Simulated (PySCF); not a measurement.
Run record: excited-state job, ethyl isopropyl sulfide (`S(C(C)C)CC`).

Method: TDDFT CAM-B3LYP/def2-SVPD, vertical, gas phase, core orbitals frozen in the response (PySCF 2.14.0, density-fitted response routines). Geometry: GFN2-xTB. The input is one job of a driver script: a line of settings, then coordinates in Å.

Command:
```bash
OMP_NUM_THREADS=1 python probes_run.py task.json out
```

Input:
```
{"job": {"kind": "uv", "xc": "CAM-B3LYP", "basis": "def2-SVPD", "nstates": 8, "ntriplets": 3}, "charge": 0, "multiplicity": 1}
C      2.533292    -0.141849     0.255621
C      1.697258     0.894385    -0.472112
S      0.436530     0.133664    -1.553111
C     -0.901071    -0.210125    -0.327684
C     -1.856917     0.969540    -0.262495
C     -1.608546    -1.494930    -0.724640
H      3.285755     0.349487     0.870301
H      1.913129    -0.761907     0.900516
H      3.034076    -0.787423    -0.462078
H      2.318205     1.492164    -1.138337
H      1.181041     1.557821     0.221704
H     -0.396512    -0.344163     0.632096
H     -2.347472     1.102576    -1.223868
H     -2.616193     0.797212     0.498625
H     -1.326732     1.887899    -0.018281
H     -2.382492    -1.735901     0.001945
H     -2.070060    -1.382045    -1.702962
H     -0.902051    -2.320088    -0.771656
```

Problem. Estimate the output.

Solution. 
```
coarse grid: 14496 points
cycle   1  E = -595.4720618252  dE =  4.573e-01  |g| = 3.117e-01  |ddm| = 5.785e+00
cycle   2  E = -595.4890809474  dE = -1.702e-02  |g| = 2.352e-01  |ddm| = 9.757e-01
cycle   3  E = -595.5029509296  dE = -1.387e-02  |g| = 2.523e-02  |ddm| = 4.618e-01
cycle   4  E = -595.5031261291  dE = -1.752e-04  |g| = 1.231e-02  |ddm| = 6.496e-02
cycle   5  E = -595.5031643045  dE = -3.818e-05  |g| = 2.667e-03  |ddm| = 2.671e-02
cycle   6  E = -595.5031666242  dE = -2.320e-06  |g| = 7.417e-04  |ddm| = 7.745e-03
final grid: 132256 points
cycle   7  E = -595.5813552243  dE = -4.147e-05  |g| = 4.246e-03  |ddm| = 7.889e-02
cycle   8  E = -595.5813560870  dE = -8.627e-07  |g| = 3.934e-03  |ddm| = 1.585e-02
cycle   9  E = -595.5813600308  dE = -3.944e-06  |g| = 2.881e-04  |ddm| = 6.053e-03
cycle  10  E = -595.5813600497  dE = -1.887e-08  |g| = 1.699e-04  |ddm| = 9.715e-04
cycle  11  E = -595.5813600573  dE = -7.607e-09  |g| = 2.100e-05  |ddm| = 3.688e-04
cycle  12  E = -595.5813600574  dE = -1.534e-10  |g| = 9.039e-06  |ddm| = 7.205e-05
converged SCF energy = -595.5813600574

Static polarisability (au): isotropic 84.010, principal 75.846 77.727 98.456

Singlet excitations
state   eV       nm        f      main configurations
  1   5.3720    230.8   0.00030   H->L+1 0.67, H->L+4 0.14
  2   6.1522    201.5   0.04394   H->L 0.78, H->L+2 0.10
  3   6.4165    193.2   0.00349   H->L+2 0.79, H->L 0.11
  4   6.8185    181.8   0.01394   H->L+3 0.61, H->L+4 0.16, H->L+5 0.12
  5   7.0035    177.0   0.01576   H->L+5 0.39, H->L+3 0.27
  6   7.1736    172.8   0.01659   H->L+4 0.29, H->L+1 0.22, H->L+6 0.13
  7   7.7826    159.3   0.01643   H->L+6 0.39, H->L+4 0.19, H->L+7 0.10
  8   7.8631    157.7   0.05808   H->L+7 0.34, H->L+6 0.20, H->L+9 0.16

Triplet excitations (Tamm-Dancoff, eV): 4.9512 5.7426 6.0613
```

The SCF starts on a coarse grid where the log names one; the energy can jump when the final grid takes over, and dE then counts from the start density on the new grid. H and L stand for HOMO and LUMO; the number after each pair is its weight.

Problem. How does the lowest singlet excitation compare with the HOMO–LUMO gap?

Solution. HOMO -7.53 eV and LUMO 1.33 eV give a gap of 8.86 eV; S1 at 5.37 eV lies 3.49 eV below it.

Problem. Give the mean polarisability as a volume in Å³, and the ratio of the largest to the smallest principal value.

Solution. 84.010 au × 0.148185 = 12.45 Å³; 98.456/75.846 = 1.30.

Summary of the converged run: HOMO -7.53 eV, LUMO 1.33 eV; lowest singlet 5.37 eV; lowest triplet 4.95 eV (Tamm–Dancoff); mean polarisability 84.0 au.

Problem. How long does this job take on one thread, Arm Neoverse V2 (aarch64), shared host with 96 logical CPUs at a one-minute load of 50? And the peak memory of the process?

Solution. About 45 s, with 1.0 GiB resident at the peak, the Python interpreter and its libraries included.

One conformer stands for the species.
Labels such as C1 count atoms from 1, the log's own numbers from 0.
